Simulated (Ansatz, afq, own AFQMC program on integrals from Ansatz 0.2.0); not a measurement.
Two steps: Ansatz 0.2.0 writes the Fock matrix and Cholesky factors of the valence space, and afq projects on them the lowest state that overlaps trial and start.

```yaml
crystal:
  periodic: [false, false, false]
  atoms:
    - {symbol: Al, position_ang: [0.000000, -0.423945, 0.450018]}
    - {symbol: C, position_ang: [0.000000, 0.790872, -0.926724]}
    - {symbol: H, position_ang: [0.000000, 1.059052, 1.008170]}
    - {symbol: H, position_ang: [0.000000, 0.865443, -2.011775]}
basis:
  gaussian: {orbitals: cc-pVDZ}
magnetization: {spin_polarized: false, initial_magnetization: 1}
correlation: {method: ccsd_t, electrons: outside_noble_gas, hamiltonian_folder: ham}
```

```sh
$ ansatz run in.yaml --threads 1 --pin off --events-out ev --progress --plain --max-ram 1382MiB
```

afq runs on the folder ham with

```
--method phaseless --trial cisd --walkers 60 --populations 1 --least-time 40 --time-step 0.005 --steps-per-block 50 --equilibration-blocks 28 --max-blocks 300 --target-error 0.00036 --factor-cut 1e-05 --start spin_pure --seed 1043 --release-times 0.24,0.51,0.99,1.62,2.4 --release-step 0.03 --release-every 4 --taylor-order 6
```

Times are imaginary, in 1/Eh. The walk had a cap of 1011 s.

afq prints:

```
orbitals 36  electrons 5 4  factors 275 of 401
reference energy -280.73805129 Eh
CCSD correlation -0.22317610 Eh in 16 cycles, weight of the determinant in the CISD state 0.7978
energy of the start -280.961227 Eh
 block  time / (1/Eh)  mean weight  energy / Eh
     1     0.250  1.0025  -280.958514
     2     0.500  0.9992  -280.959326
     3     0.750  0.9999  -280.960255
     4     1.000  1.0018  -280.964518
     5     1.250  0.9996  -280.968459
     7     1.750  0.9996  -280.967777
     9     2.250  0.9993  -280.973160
    17     4.250  1.0013  -280.970964
    33     8.250  0.9980  -280.966243
    49    12.250  1.0008  -280.980392
    65    16.250  1.0001  -280.973315
    81    20.250  1.0012  -280.969462
    97    24.250  1.0009  -280.981602
   113    28.250  1.0002  -280.975159
   129    32.250  1.0005  -280.971845
   145    36.250  0.9993  -280.969825
   153    38.250  1.0012  -280.987050
   161    40.250  1.0007  -280.968222
   177    44.250  1.0034  -280.967593
   193    48.250  1.0006  -280.975667
   209    52.250  0.9983  -280.973979
   225    56.250  0.9993  -280.969742
   241    60.250  1.0017  -280.973960
   257    64.250  1.0000  -280.973729
   273    68.250  1.0006  -280.968507
   289    72.250  0.9985  -280.985804
   305    76.250  1.0020  -280.965784
   321    80.250  0.9988  -280.970593
blocks merged  error / Eh  count
     1  0.000352  300
     2  0.000434  150
     4  0.000523  75
     8  0.000615  37
    16  0.000556  18
    32  0.000512  9
released: time / (1/Eh)  energy / Eh  error  mean overlap
  0.24  -280.974129  0.000616  0.9960
  0.51  -280.974961  0.000676  0.9819
  0.99  -280.974967  0.000592  0.9651
  1.62  -280.975824  0.000681  0.9670
  2.40  -280.976101  0.000915  0.9695
energy -280.972991 +/- 0.000615 Eh
(rows thinned)
```

The run passed its tests (sampling time, drift between the halves within three errors, error under three times the target), which doesn't prove that it has relaxed.

Against this walk (error 16.7 meV) on the same determinant: CCSD(T) 4.6 meV higher (within the noise), CCSDT(Q) 70.8 meV lower. The error is statistical and leaves out the bias of the constraint. Released to 2.40 1/Eh the energy lies 85 ± 30 meV (both errors) below the phaseless value, which shows part or all of the bias of the constraint, and CCSDT(Q) lies 13.8 meV above the released value. CCSDT(Q) is the surest value here, so the walk's 71 meV above it is most likely the bias of the constraint with this trial, which can have either sign.

Cautions: constraint bias not in the error; error above the target (16.7 against 9.8 meV); higher spins were not checked; a spin-contaminated unrestricted determinant lies lower (UHF 1.05 eV lower, ⟨S²⟩ 1.56); strong correlation (T1 0.057, weight of the determinant 0.80, largest double 0.21); the bias of populations of 60 walkers isn't removed.

The walk took 12 min on 1 thread of Arm Neoverse N1 (shared host). The log's last line is the phaseless energy.

CCSDT and higher add their correlation energy to the determinant of the CCSD(T) run, since their own runs factorise the integrals more tightly (a shift of under 2 meV). A walk keeps the symmetry of its determinant, which the program's search chose and which needn't be the lowest solution, so a lower state of the same spin and another symmetry isn't excluded.
